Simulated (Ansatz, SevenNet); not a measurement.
Ladder of methods for the cohesive energy of hcp Zn

Reference value: 1.38 eV/atom (measured, finite-temperature (and zero-point) corrections as in the cited sets; as tabulated in Jana et al. (2018), arXiv:1807.00350).

```
level (code)           value (eV/atom)  cell (Å³/atom)  error (eV/atom)
---------------------  ---------------  --------------  ---------------
SevenNet-l3i5                     1.09           15.48            -0.29
LDA (Ansatz)                      1.88           13.62            +0.50
PBE (Ansatz)                      1.11           15.24            -0.27
rVV10 (Ansatz)                    1.18           15.59            -0.20
r²SCAN-D4 (Ansatz)                1.59           14.25            +0.21
HSE06-D3(BJ) (Ansatz)             1.67           14.40            +0.29
r²SCAN0 (Ansatz)                  1.37           14.98            -0.01
Hartree–Fock (Ansatz)             0.04           19.32            -1.34
```

Leaving aside SevenNet-l3i5 (doubt noted below): Of the ranked levels r²SCAN0 (-0.01 eV/atom) comes nearest. Among them Hartree–Fock (-1.34 eV/atom) misses by most. Of the ranked levels only r²SCAN0 lands within 0.1 eV/atom.

Free atoms are spin-polarised, in the lowest state found; at levels without +SOC their spin–orbit coupling is left out.  SevenNet-l3i5: free atoms can lie outside what these potentials were trained on. Each level is taken at its own relaxed cell. Cutoffs and k meshes differ between the levels. Ansatz's density-functional and Hartree–Fock values are scalar-relativistic unless marked +SOC, with PAW data made under PBE.

Machine-learned potentials (SevenNet-l3i5) are trained on DFT data: a solid inside that data is no test of them.

Differences are worked out from the printed values.

Ansatz is a first-principles code.
